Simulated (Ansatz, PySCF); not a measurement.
This Ansatz (a first-principles code) input computes a PBE0/def2-TZVPD energy:

Ansatz 0.2 input:
```yaml
crystal:
  periodic: [false, false, false]
  atoms:
    - {symbol: S, position_ang: [-0.00000000, -0.00000000, -0.07936290]}
    - {symbol: H, position_ang: [0.00000000, 0.00000000, 1.26980637]}
basis:
  gaussian:
    orbitals: def2-TZVPD
hamiltonian:
  xc: {name: PBE0}
total_charge: -1
output: {forces: true}
```

Write an input for the same energy in PySCF and say what it gives.


```python
from pyscf import gto, scf, dft

mol = gto.M(
    atom='''
    S    -0.00000000   -0.00000000   -0.07936290
    H     0.00000000    0.00000000    1.26980637
    ''',
    basis='def2-tzvpd',
    charge=-1,
    spin=0,
    verbose=4,
)

mf = dft.RKS(mol, xc='pbe0').density_fit(auxbasis='def2-universal-jkfit')
mf.grids.level = 3
mf.conv_tol = 1e-9
mf.max_cycle = 100
mf.max_memory = 1500
mf.kernel()
if not mf.converged:
    mf = mf.newton()
    mf.kernel(mf.make_rdm1())
mf.analyze()
```
It gives -398.69581 Eh, and Ansatz -398.69543 Eh, a difference of 0.38 mEh, from the treatment of integrals and grids.
